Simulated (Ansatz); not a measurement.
# C4H4O2: a ladder of functionals and wavefunction methods

An exercise on one series of results from a longer session: the logs are not shown, and one member is left open.

Computed with Ansatz 0.2.0, Gaussian basis. Level: functionals in def2-TZVPP, the program's frozen cores in correlated methods.

Plan: PBE-D4, r2SCAN-D4, PBE0-D4, B3LYP-D4, ωB97X-V, ωB97M-V, B2PLYP; CCSD(T)/def2-TZVPP; MP2/def2-QZVPP; extrapolation to the limit.

## The geometry

An earlier PBE0-D4 in a triple-zeta def2 set relaxation fixed the geometry.

SMILES `C#CCC(=O)O`, 10 atoms, charge 0, spin multiplicity 1.

Atoms are counted from 1 here; the program's logs count them from 0.

Bond lengths: C1–C2 1.199 Å, C1–H7 1.064 Å, C2–C3 1.448 Å, C3–C4 1.515 Å, C3–H8 1.094 Å, C3–H9 1.095 Å, C4–O5 1.199 Å, C4–O6 1.334 Å, O6–H10 0.968 Å. Angles: C2–C1–H7 179.4°, C1–C2–C3 178.7°, C2–C3–C4 117.3°, C2–C3–H8 110.8°, C2–C3–H9 110.4°, C4–C3–H8 106.2°, C4–C3–H9 105.9°, H8–C3–H9 105.5°, C3–C4–O5 122.6°, C3–C4–O6 113.8°, O5–C4–O6 123.6°, C4–O6–H10 106.5°.

Set-up of the first run:

File in.yaml:

```yaml
crystal:
  periodic: [false, false, false]
  atoms:
    - {symbol: C, position_ang: [1.374682, -1.873417, -0.237477]}
    - {symbol: C, position_ang: [0.467008, -1.153506, 0.069583]}
    - {symbol: C, position_ang: [-0.646512, -0.310425, 0.453385]}
    - {symbol: C, position_ang: [-0.622644, 1.128768, -0.018536]}
    - {symbol: O, position_ang: [-1.544008, 1.878287, 0.148431]}
    - {symbol: O, position_ang: [0.516124, 1.481022, -0.617814]}
    - {symbol: H, position_ang: [2.185837, -2.504018, -0.514815]}
    - {symbol: H, position_ang: [-1.592034, -0.731525, 0.099565]}
    - {symbol: H, position_ang: [-0.734303, -0.267321, 1.544440]}
    - {symbol: H, position_ang: [0.421151, 2.412635, -0.863463]}
basis:
  gaussian: {orbitals: def2-TZVPP}
hamiltonian: {xc: pbe, dispersion: d4}
output: {forces: true, orbitals: {seedname: orbitals}}
```

Among the steps run: PBE-D4 (GGA); r2SCAN-D4 (meta-GGA); PBE0-D4 (hybrid); B3LYP-D4 (hybrid); ωB97X-V (range-separated); ωB97M-V (range-separated); B2PLYP (double hybrid); CCSD(T) in def2-TZVPP; MP2 in def2-QZVPP.

One table of the session follows, with a row left open; its other results are not shown here.

```
            method  atomisation energy (kJ/mol)
            PBE-D4                       4728.3
         r2SCAN-D4                       4561.4
           PBE0-D4                       4578.5
          B3LYP-D4                       4531.2
           ωB97X-V                       4533.4
           ωB97M-V                       4552.1
            B2PLYP                            ?
     HF/def2-TZVPP                       3159.3
    MP2/def2-TZVPP                       4565.1
   CCSD/def2-TZVPP                       4307.2
CCSD(T)/def2-TZVPP                       4404.2
           MP2/CBS                       4689.3
       CCSD(T)/CBS                       4528.4
```

Q: Estimate the row for B2PLYP from the others.

As computed: atomisation energy (kJ/mol): 4503.2. In the column «atomisation energy (kJ/mol)» it lies between CCSD(T)/def2-TZVPP (4404.2) and CCSD(T)/CBS (4528.4).
